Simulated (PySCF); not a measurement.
Geometries of 3 isomers of C4H3N, from PBE0-D3(BJ)/def2-SVP geometry optimisation, gas phase (PySCF 2.14.0). One conformer each, no zero-point energy, no frequencies.

Problem. Which isomer lies lowest at this level?
A.
```xyz
8
angstrom
C      1.962    0.754    0.270
C      0.944    0.137    0.046
C     -0.256   -0.604   -0.244
C     -1.580   -0.036   -0.052
N     -1.282   -0.818    0.873
H      2.865    1.299    0.476
H     -0.126   -1.449   -0.932
H     -2.388    0.631   -0.364
```
B.
```xyz
8
angstrom
C      3.626    0.208    0.492
N      2.456    0.136    0.337
C      1.161    0.058    0.163
C     -0.040   -0.013    0.001
C     -1.474   -0.101   -0.191
H     -1.855   -1.083    0.129
H     -1.738    0.036   -1.251
H     -1.997    0.673    0.391
```
C.
```xyz
8
angstrom
N      2.525   -0.443   -0.731
C      1.499   -0.332   -0.204
C      0.216   -0.196    0.463
C     -0.747    0.883    0.050
C     -1.065   -0.314   -0.319
H      0.253   -0.529    1.511
H     -0.933    1.953    0.097
H     -1.720   -1.021   -0.819
```

Solution. C. That is `C(#N)C1C=C1`, 6.0 kcal/mol below the next.

```
        SMILES             atoms numbered as above      E (Eh)  relative (kcal/mol)  relative (kJ/mol)  dipole (D)
     N#CC1C=C1    [N:1]#[C:2][CH:3]1[CH:4]=[CH:5]1  -208.46628                  0.0                0.0        4.35
 [C-]#[N+]C#CC     [C-:1]#[N+:2][C:3]#[C:4][CH3:5]  -208.45677                  6.0               24.9        4.25
C#C[C@@H]1C=N1  [CH:1]#[C:2][C@@H:3]1[CH:4]=[N:5]1  -208.42317                 27.0              113.2        2.11
```

As drawn, the lowest has a C≡N group and a C=C bond outside aromatic rings, which the highest lacks; the highest has a C≡C bond and a C=N bond, which the lowest lacks.
